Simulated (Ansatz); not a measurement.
For α-phase B, LDA in Ansatz (PAW) gives:

```
Quantity                   Result
-------------------  ------------
lattice parameter a       4.841 Å
lattice parameter c      12.393 Å
bulk modulus              226 GPa
cohesive energy      7.15 eV/atom
band gap                  1.38 eV
```

**Question.** What does r²SCAN+rVV10 in Ansatz (plane waves, PAW) give for the same quantities?

**Answer.** 
- lattice constant a: 4.895 Å (grows by 1.1 %)
- lattice parameter c: 12.505 Å (increases by 0.9 %)
- bulk modulus: 216 GPa (decreases by 4.4 %)
- cohesive energy: 6.30 eV/atom (falls by 0.85 eV/atom)
- band gap: 1.61 eV (increases by 0.23 eV)

For comparison: bulk modulus 224 ± 7 GPa (measured, room temperature, not corrected to a static lattice; as tabulated in Cherednichenko and Solozhenko (2017), arXiv:1709.01104); band gap 2.15 ± 0.02 eV (measured, temperature not stated, no zero-point or thermal correction, EELS, this work, our sources range from 2.00 to 2.40; as tabulated in Parakhonskiy et al. (2011), doi:10.1038/srep00096).

Changes are worked out from the printed values.

Unless a cell is named, each level is at its own relaxed cell (LDA 6.99, r²SCAN+rVV10 7.21 Å³/atom).

Density-functional gaps are differences of (generalised) Kohn–Sham levels.

Ansatz's density-functional and Hartree–Fock values are scalar-relativistic unless marked +SOC, with PAW data made under PBE.

Ansatz is a quantum-chemistry and plane-wave program.
